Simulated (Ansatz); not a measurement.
# CH5NO2: the cost of one run

Computed with Ansatz 0.2.0, driven from Python. Level of theory: r2SCAN/6-31G*.

## (1) The structure

Bond lengths: N1–C2 1.358 Å, C2–O3 1.406 Å, C2–O4 1.366 Å, N1–H5 1.046 Å, N1–H6 1.040 Å, C2–H7 1.124 Å, O3–H8 0.997 Å, O4–H9 1.042 Å. Angles: N1–C2–O3 107.7°, N1–C2–O4 109.0°, N1–C2–H7 111.5°, O3–C2–O4 110.2°, O3–C2–H7 111.2°, O4–C2–H7 107.3°, C2–N1–H5 109.9°, C2–N1–H6 113.1°, H5–N1–H6 105.1°, C2–O3–H8 100.0°, C2–O4–H9 101.0°.

No structure file is read: the coordinates are typed or built in the script.

## (2) Script

Input file ch5no2_scan.py:

```python
import ansatz as az
from ase import Atoms
import numpy as np


def main() -> None:
    atoms = Atoms(["N", "C", "O", "O", "H", "H", "H", "H", "H"], positions=[
        (-0.388, 0.9418, -0.3775),
        (0.2676, -0.1663, 0.0557),
        (-0.1998, -1.2595, -0.6943),
        (-0.0029, -0.3542, 1.3814),
        (-0.4029, 0.9609, -1.4236),
        (0.0777, 1.828, -0.097),
        (1.3817, -0.0516, -0.0449),
        (0.3151, -1.9969, -0.2644),
        (-0.9599, 0.0515, 1.4475),
    ])
    ch5no2 = az.Crystal.molecule_from_ase(atoms)

    symbols = [site.symbol for site in ch5no2.cartesian_sites]
    start = np.array([site.position_ang for site in ch5no2.cartesian_sites])
    axis = (start[0] - start[1]) / np.linalg.norm(start[0] - start[1])
    moving = [0, 4, 5]
    lengths, energies = [1.195, 1.25, 1.304, 1.358, 1.413, 1.467, 1.521, 1.603], []
    for length in lengths:
        xyz = start.copy()
        xyz[moving] += (length - np.linalg.norm(start[0] - start[1])) * axis
        point = az.Crystal.molecule()
        for symbol, place in zip(symbols, xyz):
            point = point.atom(symbol, place.tolist())
        calculation = point.calculation().basis(gaussian="6-31G*").functional("r2scan")
        data = calculation.run().report
        energies.append(data["free_energy_ev"])
        print(f"r = {length:6.3f} A  E = {energies[-1]:.5f} eV  <S^2> = {abs(data['mean_field']['state']['spin_squared']):.3f}")

    fit = np.polynomial.Polynomial.fit(lengths, np.array(energies) - min(energies), 4).convert()
    roots = [r.real for r in fit.deriv().roots() if abs(r.imag) < 1e-9 and fit.deriv(2)(r.real) > 0]
    r_e = min(roots, key=lambda r: abs(r - lengths[int(np.argmin(energies))]))
    print(f"minimum of the fit at {r_e:.4f} A, force constant {fit.deriv(2)(r_e):.2f} eV/A^2")


if __name__ == "__main__":
    main()
```

## (3) The input behind the calls

The package turns the script's settings into the engine's input (first run):

```yaml
crystal:
  periodic: [false, false, false]
  atoms:
    - { symbol: "N", position_ang: [-0.3091218316669537, 0.8084795327488581, -0.3253797704059248] }
    - { symbol: C, position_ang: [0.2676, -0.1663, 0.0557] }
    - { symbol: O, position_ang: [-0.1998, -1.2595, -0.6943] }
    - { symbol: O, position_ang: [-0.0029, -0.3542, 1.3814] }
    - { symbol: H, position_ang: [-0.32402183166695364, 0.827579532748858, -1.3714797704059247] }
    - { symbol: H, position_ang: [0.15657816833304636, 1.6946795327488582, -0.04487977040592483] }
    - { symbol: H, position_ang: [1.3817, -0.0516, -0.0449] }
    - { symbol: H, position_ang: [0.3151, -1.9969, -0.2644] }
    - { symbol: H, position_ang: [-0.9599, 0.0515, 1.4475] }
basis:
  gaussian:
    orbitals: "6-31G*"
hamiltonian:
  xc: r2scan
```

## (4) Launch

The run is started by

```bash
python ch5no2_scan.py
```

Q: Estimate wall time and peak memory on 1 thread of Intel Xeon Platinum 8559C (Emerald Rapids), shared host.

About 12 s, with a peak of 0.2 GiB.
